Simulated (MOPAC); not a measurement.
MOPAC input (MNDO):

```
MNDO 1SCF CHARGE=1 GEO-OK AUX(PRECISION=9) THREADS=1
C2H3

C     0.05100638 1   -0.58378700 1   -0.01181402 1
C     0.04460873 1    0.71726049 1    0.01788006 1
H    -0.87346485 1   -1.16381706 1   -0.05413951 1
H     0.97198321 1   -1.16021184 1    0.00382948 1
H    -0.67220906 1    1.52318793 1    0.01391380 1
```

Output:

```
 *******************************************************************************
 **                                                                           **
 **                              MOPAC v23.2.5                                **
 **                                                                           **
 *******************************************************************************
 ** MOPAC's Digital Object Identifier: https://doi.org/10.5281/zenodo.6511958 **
 **                                                                           **
 ** Please cite the open-source release paper for use of this MOPAC version:  **
 ** J. E. Moussa and J. J. P. Stewart (2026)                                  **
 ** MOPAC: An open-source semiempirical molecular orbital program             **
 ** J. Open Source Softw., 11(119), 8025, https://doi.org/10.21105/joss.08025 **
 *******************************************************************************

                              MNDO CALCULATION RESULTS

 *******************************************************************************
 *  MNDO       - The MNDO Hamiltonian to be used
 *  GEO-OK     - OVERRIDE INTERATOMIC DISTANCE AND OTHER SAFETY CHECKS
 *
 *
 *
 *                 CHARGE ON SYSTEM = +1
 *
 *
 *
 *  1SCF       - DO 1 SCF AND THEN STOP
 *  AUX        - OUTPUT AUXILIARY INFORMATION
 *******************************************************************************
MNDO 1SCF CHARGE=1 GEO-OK AUX(PRECISION=9) THREADS=1
 C2H3

   ATOM   CHEMICAL          X               Y               Z
  NUMBER   SYMBOL      (ANGSTROMS)     (ANGSTROMS)     (ANGSTROMS)

     1       C          0.05100638  *  -0.58378700  *  -0.01181402  *
     2       C          0.04460873  *   0.71726049  *   0.01788006  *
     3       H         -0.87346485  *  -1.16381706  *  -0.05413951  *
     4       H          0.97198321  *  -1.16021184  *   0.00382948  *
     5       H         -0.67220906  *   1.52318793  *   0.01391380  *

          CARTESIAN COORDINATES

    NO.       ATOM           X           Y           Z

     1         C          0.0510     -0.5838     -0.0118
     2         C          0.0446      0.7173      0.0179
     3         H         -0.8735     -1.1638     -0.0541
     4         H          0.9720     -1.1602      0.0038
     5         H         -0.6722      1.5232      0.0139

  H: (MNDO): M.J.S. DEWAR, W. THIEL, J. AM. CHEM. SOC., 99, 4899, (1977)
  C: (MNDO): M.J.S. DEWAR, W. THIEL, J. AM. CHEM. SOC., 99, 4899, (1977)

           Empirical Formula: C2 H3  =     5 atoms

      MOLECULAR POINT GROUP   :   Cs

      RHF CALCULATION, NO. OF DOUBLY OCCUPIED LEVELS = 5

 -------------------------------------------------------------------------------
 MNDO 1SCF CHARGE=1 GEO-OK AUX(PRECISION=9) THREADS=1
 C2H3

     1SCF WAS SPECIFIED, SO BFGS WAS NOT USED
     SCF FIELD WAS ACHIEVED

                              MNDO CALCULATION
                                                       MOPAC v23.2.5 Linux

          FINAL HEAT OF FORMATION =        285.92600 KCAL/MOL =    1196.31437 KJ/MOL

          COSMO AREA              =         69.77 SQUARE ANGSTROMS
          COSMO VOLUME            =         51.78 CUBIC ANGSTROMS

          IONIZATION POTENTIAL    =         18.307286 EV
          HOMO LUMO ENERGIES (EV) =        -18.307 -9.036
          NO. OF FILLED LEVELS    =          5
          MOLECULAR WEIGHT        =         27.0457         POINT GROUP:  Cs

          MOLECULAR DIMENSIONS (Angstroms)

            Atom       Atom       Distance
            H     5    H     4     3.14708
            H     3    C     2     1.76691
            C     1    C     2     0.00000

          SCF CALCULATIONS        =          1

   ATOM   CHEMICAL          X               Y               Z
  NUMBER   SYMBOL      (ANGSTROMS)     (ANGSTROMS)     (ANGSTROMS)

     1       C          0.05100638  *  -0.58378700  *  -0.01181402  *
     2       C          0.04460873  *   0.71726049  *   0.01788006  *
     3       H         -0.87346485  *  -1.16381706  *  -0.05413951  *
     4       H          0.97198321  *  -1.16021184  *   0.00382948  *
     5       H         -0.67220906  *   1.52318793  *   0.01391380  *

                             CARTESIAN COORDINATES

   1    C        0.051006380    -0.583787000    -0.011814020
   2    C        0.044608730     0.717260490     0.017880060
   3    H       -0.873464850    -1.163817060    -0.054139510
   4    H        0.971983210    -1.160211840     0.003829480
   5    H       -0.672209060     1.523187930     0.013913800

           Empirical Formula: C2 H3  =     5 atoms

      MOLECULAR POINT GROUP   :   Cs

                  EIGENVALUES
 -43.13852 -28.94341 -22.88011 -21.68389 -18.30729  -9.03614  -6.41564  -3.29194
  -2.37186  -2.08154  -1.48490

              NET ATOMIC CHARGES AND DIPOLE CONTRIBUTIONS

  ATOM NO.   TYPE          CHARGE      No. of ELECS.   s-Pop       p-Pop
    1          C          -0.034255        4.0343     1.24345     2.79081
    2          C           0.384235        3.6158     1.32679     2.28897
    3          H           0.236119        0.7639     0.76388
    4          H           0.180756        0.8192     0.81924
    5          H           0.233146        0.7669     0.76685
 DIPOLE           X         Y         Z       TOTAL
 POINT-CHG.    -0.927     0.657    -0.014     1.136
 HYBRID         0.509     0.182     0.020     0.541
 SUM           -0.418     0.839     0.006     0.937

          ATOMIC ORBITAL ELECTRON POPULATIONS

     Atom    s        px        py        pz
    1  C   1.24345   1.02520   0.90259   0.86302
    2  C   1.32679   0.26429   0.88891   1.13577
    3  H   0.76388
    4  H   0.81924
    5  H   0.76685

 **********************
 *                    *
 * JOB ENDED NORMALLY *
 *                    *
 **********************

 == MOPAC DONE ==
```

The dipole moment of an ion depends on the origin.
